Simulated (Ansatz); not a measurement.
Total energies of C3H5F3 (`CC(F)C(F)F`).

| atom | x (Å) | y (Å) | z (Å) |
| --- | --- | --- | --- |
| C1 | 0.8443 | -0.5003 | -0.8393 |
| C2 | -0.0848 | 0.5390 | -0.2754 |
| F3 | -1.1113 | 0.7953 | -1.1679 |
| C4 | -0.7346 | 0.1312 | 1.0339 |
| F5 | 0.2174 | 0.0819 | 1.9999 |
| F6 | -1.2889 | -1.0984 | 0.9398 |
| H7 | 0.3052 | -1.4271 | -1.0363 |
| H8 | 1.2813 | -0.1370 | -1.7698 |
| H9 | 1.6497 | -0.7041 | -0.1315 |
| H10 | 0.4366 | 1.4856 | -0.0956 |
| H11 | -1.5149 | 0.8339 | 1.3422 |

Charge 0, multiplicity 1. All single points use the PBE0-D4/def2-TZVP geometry. It is one conformer, not always the lowest. Basis def2-TZVPP, Ansatz 0.2.0.

RPA on PBE orbitals: Hartree–Fock energy of these orbitals -414.94175 Eh, correlation -1.94480 Eh (frozen core).

| functional | kind | energy without D4 (Eh) | D4 term (kJ/mol) |
| --- | --- | --- | --- |
| B97M-V | meta-GGA with VV10 | -416.93226 | – |
| HSE06 (plane-wave form) | screened hybrid | -416.59349 | -13.1 |

Task: Give the same for LDA (SPW92), PBE, revPBE, BLYP, r2SCAN, PBE0, B3LYP, r2SCANh, r2SCAN0, BHLYP, CAM-B3LYP, LC-ωPBE, ωB97X-V, ωB97M-V, B2PLYP, PBE-QIDH. (Best estimate.)

Result: The calculation gave: 
| functional | kind | energy without D4 (Eh) | D4 term (kJ/mol) |
| --- | --- | --- | --- |
| LDA (SPW92) | LDA | -414.04635 | – |
| PBE | GGA | -416.59687 | -17.2 |
| revPBE | GGA | -416.89623 | -62.6 |
| BLYP | GGA | -416.95401 | -39.1 |
| r2SCAN | meta-GGA | -416.84551 | -4.3 |
| PBE0 | global hybrid, 25 % exact exchange | -416.61232 | -14.3 |
| B3LYP | global hybrid, 20 % | -417.04316 | -27.4 |
| r2SCANh | meta-GGA hybrid, 10 % | -416.82452 | -4.5 |
| r2SCAN0 | meta-GGA hybrid, 25 % | -416.79454 | -4.9 |
| BHLYP | global hybrid, 50 % | -416.85625 | -18.1 |
| CAM-B3LYP | range-separated hybrid | -416.91073 | -14.1 |
| LC-ωPBE | long-range corrected hybrid | -416.80838 | – |
| ωB97X-V | range-separated hybrid GGA with VV10 | -416.90831 | – |
| ωB97M-V | range-separated hybrid meta-GGA with VV10 | -416.90988 | – |
| B2PLYP | double hybrid | -416.77160 | – |
| PBE-QIDH | double hybrid | -416.56069 | – |

B3LYP takes the VWN-RPA correlation (the form of Gaussian; ORCA's B3LYP/G). HSE06 is the plane-wave form, built on full-range PBE exchange. The double hybrids freeze the cores in their second-order part.

LC-ωPBE has ω = 0.4 bohr⁻¹.
